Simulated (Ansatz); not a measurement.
# AlH₂− (singlet): RPA-PBE over a scan of the scale of all distances, 6-31++G**

Aim: run AlH₂− (singlet) with these functionals over a scan of the scale of all distances, and hold them against the top wave-function level at the same points.

Computed with Ansatz 0.2.0, Gaussian basis. Level: 6-31++G**, all electrons in the functionals, frozen cores in the correlation of double hybrids and RPA.

To be run: RPA-PBE, at 0.872; 1.000; 1.120; 1.307; 1.482; 1.778; 1.983; 2.376.

17 further runs of the same task are left out: 1 for a mislabelled method, 12 that didn't finish, 4 set aside as unsound or not needed.

### Step 1. What is computed

The geometry derives from a PBE0/def2-TZVPD stationary point (not a proven minimum). All distances are scaled together.

3 atoms, charge -1, spin multiplicity 1.

Atoms are counted from 1 here; the program's logs count them from 0.

Bond lengths: Al1–H2 1.697 Å, Al1–H3 1.697 Å. Angles: H2–Al1–H3 93.2°.

Coordinates:

```xyz
3
charge -1, multiplicity 1
Al    0.00000   -0.08105    0.00000
H     0.00000    1.08479   -1.23288
H     0.00000    1.08479    1.23288
```

No dispersion term is added.

The geometry shown and the zero of energy belong to the point 1.000. The yardstick, FCI, and other wave-function levels (R restricted, U unrestricted, valence and pair active spaces) come from earlier runs.

### Step 2. RPA-PBE, 0.872

in.yaml reads:

```yaml
crystal:
  periodic: [false, false, false]
  atoms:
    - {symbol: Al, position_ang: [0.000000, -0.070674, 0.000000]}
    - {symbol: H, position_ang: [0.000000, 0.945938, -1.075072]}
    - {symbol: H, position_ang: [0.000000, 0.945939, 1.075072]}
basis:
  gaussian: {orbitals: "6-31++G**"}
total_charge: -1
magnetization: {spin_polarized: true, initial_magnetization: 0}
hamiltonian: {xc: {name: PBE}}
correlation: {method: rpa, electrons: outside_noble_gas}
```

On the command line:

```bash
ansatz run in.yaml --threads 1 --pin off --events-out ev --progress --plain --max-ram 2393MiB
```

Output:

```text
Functional definition: PBE
  name "PBE"
  cite "Perdew, Burke & Ernzerhof, Phys. Rev. Lett. 77, 3865 (1996) doi:10.1103/PhysRevLett.77.3865"
  parent pbe
  parameter kappa = 0.804
  parameter beta = 0.06672455060314922
  exchange = pbe_x(kappa = kappa, mu = beta*pi^2/3)
  correlation = pbe_c(beta = beta)
295 factors; integrals over basis functions are off by at most 6.6e-4 eV
mean field evaluation 1: about -6623.0868 eV, gradient 7.8e0 eV
mean field evaluation 2: about -6623.0841 eV, gradient 7.8e0 eV
mean field evaluation 4: about -6623.5886 eV, gradient 1.1e0 eV
mean field evaluation 8: about -6623.6018 eV, gradient 4.4e-3 eV
mean field evaluation 16: about -6623.5966 eV, gradient 2.3e-1 eV
mean field evaluation 32: about -6623.6018 eV, gradient 3.4e-4 eV
mean field evaluation 64: about -6623.1470 eV, gradient 2.3e0 eV
mean field evaluation 96: about -6623.5985 eV, gradient 3.3e-1 eV
mean field -6623.60198257 eV, -243.4128832207 hartree, gradient 2.1e-6 eV, S^2 0.029831; 10 other end points of the search recorded, 0 dependent functions left out
5 core orbitals not correlated: weight in the atoms' cores, before any rotation towards them, 1.000 or more for the frozen orbitals, at most 0.000 for the correlated occupied ones
reference -6611.95929752 eV, -242.9850224369 hartree; 3, 3 occupied and 27, 27 virtual orbitals, 295 factors
Total energy: -6616.52355962 eV, -243.1527559753 hartree
```

Run time: 4.5 s. Hardware: 1 thread of Arm Neoverse V1, shared host.

From the report: ⟨S²⟩ of the determinant 0.030 (pure singlet: 0.00).

### Step 3. RPA-PBE, 1.000

in.yaml reads:

```yaml
crystal:
  periodic: [false, false, false]
  atoms:
    - {symbol: Al, position_ang: [0.000000, -0.081048, 0.000000]}
    - {symbol: H, position_ang: [0.000000, 1.084792, -1.232881]}
    - {symbol: H, position_ang: [0.000000, 1.084792, 1.232880]}
basis:
  gaussian: {orbitals: "6-31++G**"}
total_charge: -1
magnetization: {spin_polarized: true, initial_magnetization: 0}
hamiltonian: {xc: {name: PBE}}
correlation: {method: rpa, electrons: outside_noble_gas}
```

Same command.

Output (excerpt; [...] marks lines left out):

```text
Functional definition: PBE
  name "PBE"
  cite "Perdew, Burke & Ernzerhof, Phys. Rev. Lett. 77, 3865 (1996) doi:10.1103/PhysRevLett.77.3865"
  parent pbe
[...]
295 factors; integrals over basis functions are off by at most 7.1e-4 eV
[...]
mean field -6624.20009236 eV, -243.4348633502 hartree, gradient 7.8e-7 eV, S^2 0.000000; 7 other end points of the search recorded, 0 dependent functions left out
5 core orbitals not correlated: weight in the atoms' cores, before any rotation towards them, 1.000 or more for the frozen orbitals, at most 0.000 for the correlated occupied ones
reference -6612.46658559 eV, -243.0036649297 hartree; 3, 3 occupied and 27, 27 virtual orbitals, 295 factors
Total energy: -6617.01269788 eV, -243.1707314746 hartree
```

Run time: 3.1 s. Hardware: 1 thread of Arm Neoverse V1, shared host.

From the report: ⟨S²⟩ of the determinant 0.000 (pure singlet: 0.00).

### Step 4. RPA-PBE, 1.120

in.yaml reads:

```yaml
crystal:
  periodic: [false, false, false]
  atoms:
    - {symbol: Al, position_ang: [0.000000, -0.090774, 0.000000]}
    - {symbol: H, position_ang: [0.000000, 1.214967, -1.380827]}
    - {symbol: H, position_ang: [0.000000, 1.214968, 1.380826]}
basis:
  gaussian: {orbitals: "6-31++G**"}
total_charge: -1
magnetization: {spin_polarized: true, initial_magnetization: 0}
hamiltonian: {xc: {name: PBE}}
correlation: {method: rpa, electrons: outside_noble_gas}
```

The command is unchanged.

Output (excerpt; [...] marks lines left out):

```text
Functional definition: PBE
  name "PBE"
  cite "Perdew, Burke & Ernzerhof, Phys. Rev. Lett. 77, 3865 (1996) doi:10.1103/PhysRevLett.77.3865"
  parent pbe
[...]
293 factors; integrals over basis functions are off by at most 1.0e-3 eV
[...]
mean field -6624.02477076 eV, -243.4284204002 hartree, gradient 1.7e-6 eV, S^2 0.000000; 4 other end points of the search recorded, 0 dependent functions left out
5 core orbitals not correlated: weight in the atoms' cores, before any rotation towards them, 1.000 or more for the frozen orbitals, at most 0.000 for the correlated occupied ones
reference -6612.16161591 eV, -242.9924575005 hartree; 3, 3 occupied and 27, 27 virtual orbitals, 293 factors
Total energy: -6616.73265300 eV, -243.1604400154 hartree
```

Wall time 1.6 s (1 thread of Arm Neoverse V1, shared host).

From the report: ⟨S²⟩ of the determinant 0.000 (pure singlet: 0.00).

From 1.000: +6.5 kcal/mol.

### Step 5. RPA-PBE, 1.307

in.yaml reads:

```yaml
crystal:
  periodic: [false, false, false]
  atoms:
    - {symbol: Al, position_ang: [0.000000, -0.105930, 0.000000]}
    - {symbol: H, position_ang: [0.000000, 1.417823, -1.611375]}
    - {symbol: H, position_ang: [0.000000, 1.417824, 1.611374]}
basis:
  gaussian: {orbitals: "6-31++G**"}
total_charge: -1
magnetization: {spin_polarized: true, initial_magnetization: 0}
hamiltonian: {xc: {name: PBE}}
correlation: {method: rpa, electrons: outside_noble_gas}
```

Launched as before.

Output (excerpt; [...] marks lines left out):

```text
Functional definition: PBE
  name "PBE"
  cite "Perdew, Burke & Ernzerhof, Phys. Rev. Lett. 77, 3865 (1996) doi:10.1103/PhysRevLett.77.3865"
  parent pbe
[...]
291 factors; integrals over basis functions are off by at most 7.4e-4 eV
[...]
mean field -6623.28986278 eV, -243.4014130300 hartree, gradient 7.9e-6 eV, S^2 0.000000; 3 other end points of the search recorded, 0 dependent functions left out
5 core orbitals not correlated: weight in the atoms' cores, before any rotation towards them, 1.000 or more for the frozen orbitals, at most 0.000 for the correlated occupied ones
reference -6611.19852400 eV, -242.9570645259 hartree; 3, 3 occupied and 27, 27 virtual orbitals, 291 factors
Total energy: -6615.88601403 eV, -243.1293266070 hartree
```

Run time: 1.2 s. Hardware: 1 thread of Arm Neoverse V1, shared host.

From the report: ⟨S²⟩ of the determinant 0.000 (pure singlet: 0.00).

From 1.000: +26.0 kcal/mol.

### Step 6. RPA-PBE, 1.482

in.yaml reads:

```yaml
crystal:
  periodic: [false, false, false]
  atoms:
    - {symbol: Al, position_ang: [0.000000, -0.120114, 0.000000]}
    - {symbol: H, position_ang: [0.000000, 1.607661, -1.827129]}
    - {symbol: H, position_ang: [0.000000, 1.607662, 1.827128]}
basis:
  gaussian: {orbitals: "6-31++G**"}
total_charge: -1
hamiltonian: {xc: {name: PBE}}
correlation: {method: rpa, electrons: outside_noble_gas}
```

Same command.

Output (excerpt; [...] marks lines left out):

```text
Functional definition: PBE
  name "PBE"
  cite "Perdew, Burke & Ernzerhof, Phys. Rev. Lett. 77, 3865 (1996) doi:10.1103/PhysRevLett.77.3865"
  parent pbe
[...]
291 factors; integrals over basis functions are off by at most 3.1e-4 eV
[...]
mean field -6622.52357414 eV, -243.3732524420 hartree, gradient 6.9e-7 eV, S^2 0.000000; 1 other end points of the search recorded, 0 dependent functions left out
5 core orbitals not correlated: weight in the atoms' cores, before any rotation towards them, 1.000 or more for the frozen orbitals, at most 0.000 for the correlated occupied ones
reference -6610.23375451 eV, -242.9216099010 hartree; 3, 3 occupied and 27, 27 virtual orbitals, 291 factors
Total energy: -6615.09487979 eV, -243.1002529599 hartree
```

It took 0.69 s on 1 thread of Arm Neoverse V1, shared host.

From 1.000: +44.2 kcal/mol.

### Step 7. RPA-PBE, 1.778

in.yaml reads:

```yaml
crystal:
  periodic: [false, false, false]
  atoms:
    - {symbol: Al, position_ang: [0.000000, -0.144104, 0.000000]}
    - {symbol: H, position_ang: [0.000000, 1.928760, -2.192062]}
    - {symbol: H, position_ang: [0.000000, 1.928761, 2.192061]}
basis:
  gaussian: {orbitals: "6-31++G**"}
total_charge: -1
magnetization: {spin_polarized: true, initial_magnetization: 0}
hamiltonian: {xc: {name: PBE}}
correlation: {method: rpa, electrons: outside_noble_gas}
```

The command is unchanged.

Output (excerpt; [...] marks lines left out):

```text
Functional definition: PBE
  name "PBE"
  cite "Perdew, Burke & Ernzerhof, Phys. Rev. Lett. 77, 3865 (1996) doi:10.1103/PhysRevLett.77.3865"
  parent pbe
[...]
291 factors; integrals over basis functions are off by at most 4.9e-4 eV
[...]
mean field -6621.39901634 eV, -243.3319257052 hartree, gradient 3.2e-6 eV, S^2 0.000000; 11 other end points of the search recorded, 0 dependent functions left out
5 core orbitals not correlated: weight in the atoms' cores, before any rotation towards them, 1.000 or more for the frozen orbitals, at most 0.000 for the correlated occupied ones
reference -6608.79897653 eV, -242.8688827827 hartree; 3, 3 occupied and 27, 27 virtual orbitals, 291 factors
Total energy: -6614.05551709 eV, -243.0620570850 hartree
```

Wall time 3.5 s (1 thread of Arm Neoverse V1, shared host).

From the report: ⟨S²⟩ of the determinant 0.000 (pure singlet: 0.00).

From 1.000: +68.2 kcal/mol.

### Step 8. RPA-PBE, 1.983

in.yaml reads:

```yaml
crystal:
  periodic: [false, false, false]
  atoms:
    - {symbol: Al, position_ang: [0.000000, -0.160719, 0.000000]}
    - {symbol: H, position_ang: [0.000000, 2.151142, -2.444803]}
    - {symbol: H, position_ang: [0.000000, 2.151143, 2.444801]}
basis:
  gaussian: {orbitals: "6-31++G**"}
total_charge: -1
magnetization: {spin_polarized: true, initial_magnetization: 0}
hamiltonian: {xc: {name: PBE}}
correlation: {method: rpa, electrons: outside_noble_gas}
```

Same command.

Output (excerpt; [...] marks lines left out):

```text
Functional definition: PBE
  name "PBE"
  cite "Perdew, Burke & Ernzerhof, Phys. Rev. Lett. 77, 3865 (1996) doi:10.1103/PhysRevLett.77.3865"
  parent pbe
[...]
291 factors; integrals over basis functions are off by at most 5.7e-4 eV
[...]
mean field -6620.78888710 eV, -243.3095038690 hartree, gradient 3.8e-7 eV, S^2 0.000000; 12 other end points of the search recorded, 0 dependent functions left out
5 core orbitals not correlated: weight in the atoms' cores, before any rotation towards them, 1.000 or more for the frozen orbitals, at most 0.000 for the correlated occupied ones
reference -6607.96206220 eV, -242.8381267483 hartree; 3, 3 occupied and 27, 27 virtual orbitals, 291 factors
Total energy: -6613.54707230 eV, -243.0433720840 hartree
```

Wall time 7 s (1 thread of Arm Neoverse V1, shared host).

From the report: ⟨S²⟩ of the determinant 0.000 (pure singlet: 0.00).

From 1.000: +79.9 kcal/mol.

### Step 9. RPA-PBE, 2.376

in.yaml reads:

```yaml
crystal:
  periodic: [false, false, false]
  atoms:
    - {symbol: Al, position_ang: [0.000000, -0.192571, 0.000000]}
    - {symbol: H, position_ang: [0.000000, 2.577465, -2.929325]}
    - {symbol: H, position_ang: [0.000000, 2.577467, 2.929323]}
basis:
  gaussian: {orbitals: "6-31++G**"}
total_charge: -1
magnetization: {spin_polarized: true, initial_magnetization: 0}
hamiltonian: {xc: {name: PBE}}
correlation: {method: rpa, electrons: outside_noble_gas}
```

Launched as before.

Output (excerpt; [...] marks lines left out):

```text
Functional definition: PBE
  name "PBE"
  cite "Perdew, Burke & Ernzerhof, Phys. Rev. Lett. 77, 3865 (1996) doi:10.1103/PhysRevLett.77.3865"
  parent pbe
[...]
291 factors; integrals over basis functions are off by at most 6.1e-4 eV
[...]
mean field -6620.10384175 eV, -243.2843289166 hartree, gradient 3.3e-6 eV, S^2 0.676283; 21 other end points of the search recorded, 0 dependent functions left out
5 core orbitals not correlated: weight in the atoms' cores, before any rotation towards them, 1.000 or more for the frozen orbitals, at most 0.000 for the correlated occupied ones
reference -6607.60555064 eV, -242.8250251900 hartree; 3, 3 occupied and 27, 27 virtual orbitals, 291 factors
Total energy: -6613.02931443 eV, -243.0243448331 hartree
```

Wall time 7.5 s (1 thread of Arm Neoverse V1, shared host).

From the report: ⟨S²⟩ of the determinant 0.676 (pure singlet: 0.00). The determinant is far from a pure spin state, so its energy mixes those of several spin states (harmless only where they are near-degenerate, as at dissociation).

From 1.000: +91.9 kcal/mol.

### Step 10. Against the wave-function levels

The yardstick is full CI for this spin, exact in this basis with these frozen cores. It comes from earlier runs at the same points. Energies in kcal/mol, counted from 1.000; blanks weren't run or aren't comparable.

```
  level  0.872  1.000  1.120  1.307  1.482  1.778  1.983  2.376
    FCI   11.5    0.0    6.4   26.2   45.1   71.0   84.4  101.7
RPA-PBE   11.3    0.0    6.5   26.0   44.2   68.2   79.9   91.9
```

Largest miss and mean time a point (FCI took 25 s a point; shared hosts):

```
  level  largest miss (kcal/mol)  where  time a point
RPA-PBE                     -9.9  2.376         3.6 s
```

### Step 11. Results

| quantity | value |
| --- | --- |
| span of the FCI curve | 101.7 kcal/mol |
| largest miss, RPA-PBE | -9.9 kcal/mol (2.376) |

RPA-PBE strays by up to 9.9 kcal/mol, at 2.376. RPA-PBE clearly breaks the spin symmetry at some points (⟨S²⟩ up to 0.68 above the pure value), so energy there is bought with a mixed spin. Functionals and the yardstick converge differently with the basis, so part of each miss in 6-31++G** is the basis.
